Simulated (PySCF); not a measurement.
C4H9P.
Numbering: `[CH2:1]=[CH:2][P:3]([CH3:4])[CH3:5]` (hydrogens: H6, H7 on C1; H8 on C2; H9, H10, H11 on C4; H12, H13, H14 on C5)

Cartesian coordinates in Å at the PBE0-D3(BJ)/def2-SVP level; atoms count from 1:
```
atom  x, y, z in Å
C1     2.1168   -0.5644   -0.0755
C2     0.9937   -0.9344    0.5489
P3    -0.4377    0.1060    0.9706
C4    -0.2098    1.5374   -0.1701
C5    -1.7610   -0.8281    0.0715
H6     2.9492   -1.2622   -0.2071
H7     2.2611    0.4443   -0.4744
H8     0.9236   -1.9593    0.9381
H9     0.6195    2.1682    0.1827
H10   -1.1228    2.1512   -0.1485
H11   -0.0103    1.2245   -1.2076
H12   -1.5295   -0.9666   -0.9961
H13   -1.8898   -1.8158    0.5394
H14   -2.7144   -0.2869    0.1698
```

Level: PBE0/def2-SVPD in PySCF, non-relativistic, on one gas-phase PBE0-D3(BJ)/def2-SVP geometry that isn't relaxed in the solvent. The solvent is an IEF-PCM continuum (Bondi radii, 1.10 Å for H, scaled by 1.2), and excitations are vertical TDDFT with non-equilibrium linear response and a frozen core. Specific hydrogen bonds and non-electrostatic terms are outside this model.

```csv
run,E − E(gas) (kcal/mol),HOMO (eV),HOMO–LUMO gap (eV),dipole (D),lowest singlet (eV),static polarisability (au)
gas,0.00,-6.30,6.12,1.23,5.24,78.6
P,-2.31,-6.35,6.19,1.62,5.22,100.8
Q,-2.81,-6.38,6.20,1.72,5.24,106.3
```

Problem. The runs were made in chloroform and dichloromethane. Which run belongs to which solvent?

Solution. P = chloroform, Q = dichloromethane. The dielectric constants are 4.711 (chloroform), 8.93 (dichloromethane), and the energy falls further as ε rises. The optical constants n² used for the excitations are 2.09, 2.03 in the same order. In this model the ground state sees the solvent through ε alone.

Problem. How constant is the ratio of the lowering to (ε − 1)/(2ε + 1)?

Solution. 
```tsv
solvent	(ε − 1)/(2ε + 1)	E − E(gas) (kcal/mol)	ratio (kcal/mol)	polarisation term (kcal/mol)
chloroform	0.356	-2.31	-6.5	-2.59
dichloromethane	0.420	-2.81	-6.7	-3.23
```

The ratio changes by +2.9 % in size from chloroform to dichloromethane. The polarisation term is half the interaction of the solute with the induced surface charges.
